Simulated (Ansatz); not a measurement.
The first iterations of a band of AlH₄N (6 atoms, charge 0, multiplicity 1).

All numbers below come from RKS PBE-D4/def2-SVP (Ansatz 0.2.0).

```json
{
 "movable images": "9",
 "climbing image": "yes",
 "spring": "5.0 eV/Å²",
 "optimiser": "quadratic models (default)",
 "start path": "through a guess of the saddle point",
 "force threshold": "0.03 eV/Å",
 "iteration limit": "60",
 "end points": "relaxed"
}
```

First end point:

```xyz
6
Properties=species:S:1:pos:R:3
Al 0.566 0.031 0.063
N 0.967 -0.035 1.801
H 0.288 -0.136 2.560
H 1.911 0.020 2.190
H 1.778 0.195 -0.964
H -0.975 -0.075 -0.343
```

Last end point:

```xyz
6
Properties=species:S:1:pos:R:3
Al -0.011 -0.037 -0.698
N 1.291 -0.079 1.140
H 0.925 -0.767 1.816
H 1.253 0.832 1.623
H 2.283 -0.302 0.983
H -1.206 0.354 0.442
```

| iteration | highest image above the first end (eV) | largest band force component (eV/Å) |
| --- | --- | --- |
| 1 | 5.194 | 8.031 |
| 2 | 3.922 | 3.392 |
| 3 | 3.051 | 1.638 |
| 4 | 2.819 | 1.220 |
| 5 | 2.800 | 0.783 |

Task: Does the band converge within its limit, and where does its top end?

Result: The run converged. It ended after 15 iterations with the highest image 2.670 eV above the first end. A vibrational analysis at the climbing image gives one clearly imaginary mode, 1287i cm⁻¹: a first-order saddle point. The orbitals stay closed-shell, which can raise the energy where a bond breaks towards radicals; this wasn't checked here.

The run took 2.2 min on 1 thread of Arm Neoverse V1 (shared host), peak memory 0.1 GiB.
